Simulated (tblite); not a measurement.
C₅H₆Cl (doublet state).
Z-matrix (Å and degrees, GFN2-xTB geometry), rows numbered from 1:
```
C 
C   1  1.2918
C   2  1.4610  1  144.87
C   3  1.5009  2  108.46  1    -4.97
C   4  1.3251  3  125.44  2   100.02
Cl  5  1.7242  4  123.66  3     4.53
H   1  1.0811  2  121.49  3  -179.29
H   1  1.0923  2  124.67  3     0.23
H   3  1.0926  2  109.34  1   115.47
H   3  1.0937  2  109.64  1  -125.48
H   4  1.0806  3  116.11  2   -74.48
H   5  1.0784  4  123.31  3  -176.33
```

Structure optimised with GFN2-xTB, isolated species. This method treats the open shell by occupation alone, without spin polarisation.

Take the most abundant isotopes and a rigid rotor. The values belong to one conformer with, in the numbering `[CH2:1]=[C:2][CH2:3]/[CH:4]=[CH:5]\[Cl:6]`, C1–C2–C3–C4 -5°, C2–C3–C4–C5 100°.

What are A, B and C (GHz)?

Ia = 89.87, Ib = 325.52, Ic = 345.70 u·Å²; 505379 MHz·u·Å²/I gives 5623, 1553 and 1462 MHz, that is A = 5.6232, B = 1.5525, C = 1.4619 GHz.

What kind of rotor is it?

A near-prolate asymmetric top; Ray's κ = -0.956.

Is it planar, by Δ = Ic − Ia − Ib?

Not planar: Δ = Ic − Ia − Ib = -69.70 u·Å². For a rigid frame Δ = −2 Σ m c², so Σ m c² = 34.85 u·Å² lies off the ab plane: 10.87 from hydrogen and 23.98 from heavier atoms. The atom farthest from that plane is 1.62 Å away.

Give the other two planar moments, Paa and Pbb, and the rms extents of the mass along the axes.

Paa = Σ m a² = (Ib + Ic − Ia)/2 = 290.67 and Pbb = Σ m b² = (Ia + Ic − Ib)/2 = 55.02 u·Å². With the mass M = 101.02 u, the rms extents √(P/M) along a, b and c are 1.70, 0.74, 0.59 Å.

Give the coordinates in the principal-axis frame, origin at the centre of mass.

The sense of each axis is arbitrary; atoms in the order of the calculation.
```json
{"atom": "C1", "mass (u)": "12.000", "a (Å)": "2.536", "b (Å)": "0.866", "c (Å)": "0.584"}
{"atom": "C2", "mass (u)": "12.000", "a (Å)": "2.037", "b (Å)": "0.249", "c (Å)": "-0.436"}
{"atom": "C3", "mass (u)": "12.000", "a (Å)": "0.987", "b (Å)": "-0.662", "c (Å)": "-0.885"}
{"atom": "C4", "mass (u)": "12.000", "a (Å)": "0.223", "b (Å)": "-1.135", "c (Å)": "0.317"}
{"atom": "C5", "mass (u)": "12.000", "a (Å)": "-0.947", "b (Å)": "-0.660", "c (Å)": "0.720"}
{"atom": "Cl6", "mass (u)": "34.969", "a (Å)": "-1.849", "b (Å)": "0.523", "c (Å)": "-0.151"}
{"atom": "H7", "mass (u)": "1.008", "a (Å)": "3.393", "b (Å)": "1.518", "c (Å)": "0.485"}
{"atom": "H8", "mass (u)": "1.008", "a (Å)": "2.150", "b (Å)": "0.796", "c (Å)": "1.603"}
{"atom": "H9", "mass (u)": "1.008", "a (Å)": "0.323", "b (Å)": "-0.137", "c (Å)": "-1.575"}
{"atom": "H10", "mass (u)": "1.008", "a (Å)": "1.436", "b (Å)": "-1.511", "c (Å)": "-1.407"}
{"atom": "H11", "mass (u)": "1.008", "a (Å)": "0.721", "b (Å)": "-1.863", "c (Å)": "0.942"}
{"atom": "H12", "mass (u)": "1.008", "a (Å)": "-1.440", "b (Å)": "-0.986", "c (Å)": "1.622"}
```

List the rotational levels J(Ka,Kc) to J = 2 (cm⁻¹).

Above 0(0,0):
J = 1: 1(0,1) 0.1006, 1(1,1) 0.2363, 1(1,0) 0.2394
J = 2: 2(0,2) 0.3016, 2(1,2) 0.4344, 2(1,1) 0.4435, 2(2,1) 0.8508, 2(2,0) 0.8509
Those of J = 1 are B + C, A + C and A + B.

Estimate the classical rotational partition function at 25 K, 100 K and 298.15 K.

Point group C1, symmetry number σ = 1; q = (√π/σ)·√((kT/h)³/(ABC)), k/h = 20836.6 MHz/K: 5900 at 25 K, 47200 at 100 K, 243000 at 298.15 K.

For this open shell read J as N, the rotation without spin; fine and hyperfine splittings come on top. Its GFN2-xTB frequencies are all real (lowest 28 cm⁻¹). No vibrational averaging or centrifugal distortion is included, and the geometry carries the error of its method.

Hardware: an Arm Neoverse V1 with one thread, shared host with 32 logical CPUs at a one-minute load of 30. Cost: 1.0 s of wall time. This is the geometry optimisation.

All values are computed, not measured.
